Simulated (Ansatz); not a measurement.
# AlO2−: geometry and frequencies at several levels

An exercise on one series of results from a longer session: the logs are not shown, and one member is left open.

Program: Ansatz 0.2.0. Level of theory: the levels named in each step. These are calculated values, not measurements.

### Starting point

Bond lengths: O1–Al2 1.599 Å, Al2–O3 1.599 Å. Angles: O1–Al2–O3 180.0°.

Coordinates:

```xyz
3

O     0.0000    0.0000   -1.5990
Al    0.0000    0.0000    0.0000
O     0.0000    0.0000    1.5990
```

Set-up of the first run:

input.yaml

```yaml
crystal:
  periodic: [false, false, false]
  atoms:
    - { symbol: O, position_ang: [0.0, 0.0, -1.59897] }
    - { symbol: Al, position_ang: [0.0, 0.0, -2.0e-05] }
    - { symbol: O, position_ang: [0.0, 0.0, 1.599] }
total_charge: -1
basis:
  gaussian: { orbitals: def2-SVPD }
hamiltonian:
  xc: pbe
  dispersion: d4
relax:
  f_tol: 0.03
  max_steps: 200
```

Run with:

```sh
$ ansatz run input.yaml --threads 2 --pin off --max-ram 5120MiB --backend cpu --events-out ev --progress --plain --runs-dir out
```

Steps of the session up to this table: A rough first relaxation, PBE-D4/def2-SVPD; Relaxation, PBE0-D4/def2-TZVPPD; Frequencies, PBE0-D4/def2-TZVPPD; Relaxation, PBE-D4/def2-TZVPPD; Frequencies, PBE-D4/def2-TZVPPD; Relaxation, r2SCAN-D4/def2-TZVPPD; Frequencies, r2SCAN-D4/def2-TZVPPD; Relaxation, B3LYP-D4/def2-TZVPPD; Frequencies, B3LYP-D4/def2-TZVPPD; Relaxation, B2PLYP/def2-TZVPPD; Frequencies, B2PLYP/def2-TZVPPD.

One table of the session follows, with a row left open; its other results are not shown here.

```
                level  O1–Al2 (Å)  Al2–O3 (Å)  rotational constants (MHz)  highest frequency (cm⁻¹)
  PBE0-D4/def2-TZVPPD      1.6297      1.6297                      5948.3                      1158
   PBE-D4/def2-TZVPPD           ?           ?                           ?                         ?
r2SCAN-D4/def2-TZVPPD      1.6364      1.6364                      5899.8                      1144
 B3LYP-D4/def2-TZVPPD      1.6338      1.6338                      5918.4                      1145
   B2PLYP/def2-TZVPPD      1.6429      1.6429                      5853.3                      1118
```

Estimate the missing values for PBE-D4/def2-TZVPPD.

**Answer.** O1–Al2 (Å): 1.6521; Al2–O3 (Å): 1.6521; rotational constants (MHz): 5788.2; highest frequency (cm⁻¹): 1095. In the column «O1–Al2 (Å)» it is the highest.
